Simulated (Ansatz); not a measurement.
How far each method lies from UCCSDT(Q) for CF⁺, triplet

Geometry: that of the CF, quartet, kept fixed.

```csv
atom,x (Å),y (Å),z (Å)
C,0.0000,0.0000,0.0000
F,0.0000,0.0000,1.3159
```

Basis cc-pVTZ; Ansatz 0.2.0. Only valence electrons are correlated (noble-gas cores frozen), which leaves 10 electrons in 58 orbitals. R marks a restricted (for open shells ROHF) determinant, U an unrestricted one. Active spaces: valence = (10e, 8o) chosen from the atoms' valence shells.

Full CI isn't at hand for all of this; UCCSDT(Q) serves as the reference, and is uncertain by about the last step of the cluster series. The frozen core follows each run's orbitals, which can shift R against U totals by a few meV.

For open shells CISD is restricted-active-space CI with the open shells as a complete middle space.

The UHF ⟨S²⟩ is 2.009, the T1 diagnostic (RCCSD) is 0.0359 and the largest doubles amplitude (RCCSD) is 0.052. The T1 diagnostic (UCCSD) is 0.0301.

| level | E − E(UCCSDT(Q)) (kJ/mol) | share of correlation (%) | wall time |
| --- | --- | --- | --- |
| RHF | 900.2 | 0.00 | – |
| UHF | 892.5 | 0.85 | – |
| RMP2 | 61.0 | 93.23 | – |
| UMP2 | 57.9 | 93.57 | – |
| CISD | 81.4 | 90.95 | 4.3 s |
| RCCSD | 40.4 | 95.51 | – |
| UCCSD | 40.4 | 95.51 | – |
| RCCSD(T) | 4.6 | 99.49 | 7.5 s |
| UCCSD(T) | 4.6 | 99.49 | 7.5 s |
| BCCD(T) | 4.6 | 99.49 | 3.3 s |
| RCCSDT | 2.1 | 99.76 | – |
| UCCSDT | 2.1 | 99.76 | – |
| RCCSDT(Q) | 1.5 | 99.83 | 11 s (H100) |
| CASSCF (valence space) | 668.4 | 25.75 | – |
| NEVPT2 (valence space) | 95.5 | 89.39 | 2.5 s |
| MRCISD (valence space) | 36.8 | 95.91 | – |
| MRCISD+Q (valence space) | 8.0 | 99.11 | 3.1 s (H100) |

The correlation energy at UCCSDT(Q), counted from RHF, is -9.330 eV. That run took 7.5 s on 2 threads of AMD EPYC 7R13 with a shared H100 80 GB, shared host.

Times hold each run's SCF and search for its determinant on a shared host, so for small cases they say little of a method's own cost; rows without a card ran on 1 thread of AMD EPYC 7R13.

Natural occupations of CASSCF (valence space) about the gap: 1.993 1.964 1.958 1.007 1.003 0.044 0.034; effectively unpaired electrons, Σ n²(2−n)², 2.02.
